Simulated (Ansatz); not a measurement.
# hcp Os: properties by level of theory

Reference values: lattice constant a 2.734 Å (measured, 293 K, not corrected to a static lattice, our sources range from 2.734 to 2.740; as tabulated in Wikipedia's data pages); lattice parameter c 4.320 Å (measured, 293 K, no zero-point or thermal correction; as tabulated in Wikipedia's data pages).

| level (code) | equilibrium lattice constant a (Å) | lattice parameter c (Å) |
|---|---|---|
| PBE-D3(BJ) (Ansatz) | 2.737 | 4.322 |
| PBE-D4 (Ansatz) | 2.737 | 4.323 |
| rVV10 (Ansatz) | 2.777 | 4.385 |
| r²SCAN+SOC (Ansatz) | 2.740 | 4.315 |
| r²SCAN-D4 (Ansatz) | 2.734 | 4.312 |
| PBE0 (Ansatz) | 2.722 | 4.303 |

Differences from the reference values (errors of the level alone only where the reference is corrected to a static lattice):

| level | lattice constant a (%) | lattice parameter c (%) |
|---|---|---|
| PBE-D3(BJ) | +0.11 | +0.05 |
| PBE-D4 | +0.11 | +0.07 |
| rVV10 | +1.57 | +1.50 |
| r²SCAN+SOC | +0.22 | -0.12 |
| r²SCAN-D4 | 0.00 | -0.19 |
| PBE0 | -0.44 | -0.39 |

Nearest: lattice constant a, not ranked (reference at room or unstated temperature); lattice parameter c, not ranked (reference at room or unstated temperature).

Ansatz's density-functional and Hartree–Fock values are scalar-relativistic unless marked +SOC, with PAW data made under PBE.

Differences are worked out from the printed values.

Ansatz is a program for electronic structure.
